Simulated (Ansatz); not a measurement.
PH$_{2}$, doublet: the ladder up to full CI

Geometry: MP2(full)/6-31G*, from the G2/97 set.

```xyz
3

P     0.0000    0.0000    0.0599
H     0.0000    1.0256   -0.9209
H     0.0000   -1.0256   -0.9209
```

Basis cc-pV(D+d)Z; Ansatz 0.2.0. Correlated methods freeze the noble-gas cores, which leaves 7 electrons in 28 orbitals. R marks a restricted (for open shells ROHF) determinant, U an unrestricted one.

Full CI is exact within this basis and frozen core; it isn't the basis-set limit. The frozen core follows each run's orbitals, which can shift R against U totals by a few meV.

```
UHF ⟨S²⟩                          : 0.765
T1 diagnostic (RCCSD)             : 0.0176
largest doubles amplitude (RCCSD) : 0.066
T1 diagnostic (UCCSD)             : 0.0123
```

```
    level  E − E(full CI) (mEh)  share of correlation (%)     wall time
      RHF                142.97                      0.00             –
      UHF                138.27                      3.29             –
     RMP2                 30.07                     78.97             –
     UMP2                 30.49                     78.67             –
    RCCSD                  3.80                     97.35             –
    UCCSD                  3.68                     97.43             –
 RCCSD(T)                  0.77                     99.46        0.54 s
 UCCSD(T)                  0.76                     99.47        0.51 s
   UCCSDT                  0.13                     99.91             –
UCCSDT(Q)                  0.01                     99.99         3.3 s
  UCCSDTQ                 -0.01                    100.00  6.5 s (H100)
```

The correlation energy at full CI, counted from RHF, is -3.890 eV. That run took 4 s on 5 threads of AMD EPYC 7R13 with a whole H100 80 GB, shared host over 16,770,695 determinants.

Times hold each run's SCF and search for its determinant on a shared host, so for small cases they say little of a method's own cost; rows without a card ran on 1 thread of AMD EPYC 7R13.

The full-CI state has the irrep B1 of C2v, in the program's axes.

Natural occupations of full CI about the gap: 1.964 1.948 1.934 0.990 0.044 0.031 0.014 0.014 0.012 0.012; effectively unpaired electrons, Σ n²(2−n)², 1.05.

Atomization energy (electronic, same basis, no zero-point term; atoms at the same level, unrestricted beside the R rows where the molecule is a closed shell, with restricted open-shell steps beyond CCSDT(Q)) at full CI: 582.5 kJ/mol. Errors of other levels:

| level | error (kJ/mol) |
| --- | --- |
| RHF | -152.8 |
| UHF | -140.6 |
| RMP2 | -25.8 |
| UMP2 | -27.0 |
| RCCSD | -5.9 |
| UCCSD | -5.6 |
| RCCSD(T) | -0.9 |
| UCCSD(T) | -0.9 |
| UCCSDT | -0.1 |
| UCCSDT(Q) | 0.0 |
| UCCSDTQ | 0.0 |

This basis is far from its limit, so the value isn't to be set against a measured one.
